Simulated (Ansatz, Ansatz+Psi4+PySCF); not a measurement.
```xyz
3

F    -0.0294    0.1889   -1.2671
O    -0.0129   -0.5121    0.1752
O    -0.0008    0.3270    1.0894
```

Basis set: cc-pVTZ (spherical functions). Frozen core: 3 orbitals. Correlation on ROHF uses semicanonical orbitals with singles. Charge 0, multiplicity 2.

Computed with Ansatz (development build ahead of 0.2.0); each method stands on the lowest determinant of its kind that the runs found.

The atomization energy at this shape (free ground-state atoms in the same class of orbitals less the molecule, no zero-point energy) of doublet O₂F:

```
  method  atomization energy
ROHF-MP2     121.69 kcal/mol
 UHF-MP2      99.71 kcal/mol
    ROHF     -23.98 kcal/mol
```

Problem. What does UHF give?

Solution. -2.38 kcal/mol. Caution: the shape is not the minimum. Caution for ROHF-MP2, ROHF: an unrestricted determinant lies well below. Caution for ROHF-MP2, UHF-MP2: forces differ strongly between restricted and unrestricted references. Caution for ROHF-MP2: other determinants can give a lower correlated total. Caution for UHF-MP2, UHF: the unrestricted determinant is spin contaminated. Caution for ROHF: the molecule lies well above its atoms at this level.
